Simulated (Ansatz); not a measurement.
Geometry optimisation, RKS CAM-B3LYP-D4/def2-SVP in Ansatz.

Input:

```yaml
crystal:
  periodic: [false, false, false]
  atoms:
    - { symbol: "N", position_ang: [-0.7726, 0.7439, -0.7554] }
    - { symbol: Si, position_ang: [0.4904, 0.1996, 0.1079] }
    - { symbol: O, position_ang: [-0.0774, -1.264, 0.6131] }
    - { symbol: H, position_ang: [-0.50152, 0.86849, -1.69474] }
    - { symbol: H, position_ang: [-1.07316, 1.67431, -0.4096] }
    - { symbol: H, position_ang: [0.7477, 1.0952, 1.2629] }
    - { symbol: H, position_ang: [1.673, 0.0264, -0.7868] }
    - { symbol: H, position_ang: [0.6235, -1.7551, 1.1557] }
basis:
  gaussian: { orbitals: def2-SVP }
hamiltonian:
  xc: cam_b3lyp
  dispersion: d4
relax:
  f_tol: 0.015
  max_steps: 40
```

Run as:

```bash
$ ansatz run input.yaml --threads 1 --pin off --max-ram 2048MiB --backend cpu --events-out ev --progress --plain --runs-dir out
```

Q: Where does it end, and by what steps?

A: It converged. After 7 steps the energy has fallen by 0.598 eV; N1 moved furthest, 0.42 Å.

| step | energy less start (eV) | largest force component (eV/Å) | accepted |
| --- | --- | --- | --- |
| 0 | 0.0000 | 2.940 | yes |
| 1 | -0.3988 | 1.343 | yes |
| 2 | -0.5003 | 0.447 | yes |
| 3 | -0.5083 | 1.038 | yes |
| 4 | -0.5405 | 0.979 | yes |
| 5 | -0.5891 | 0.261 | yes |
| 6 | -0.5974 | 0.042 | yes |
| 7 | -0.5976 | 0.006 | yes |

```xyz
8
Properties=species:S:1:pos:R:3
N -0.536 1.074 -0.847
Si 0.571 0.224 0.142
O -0.055 -1.234 0.649
H -0.776 0.736 -1.773
H -1.309 1.582 -0.431
H 0.863 1.096 1.313
H 1.815 -0.031 -0.640
H 0.537 -1.859 1.079
```

Whether the end is a true minimum wasn't checked by a vibrational analysis.

Run time: 42 s on 1 thread of Intel(R) Xeon(R) Processor @ 2.50GHz (Skylake/Cascade Lake), with other jobs on the host, peak memory 0.16 GiB.
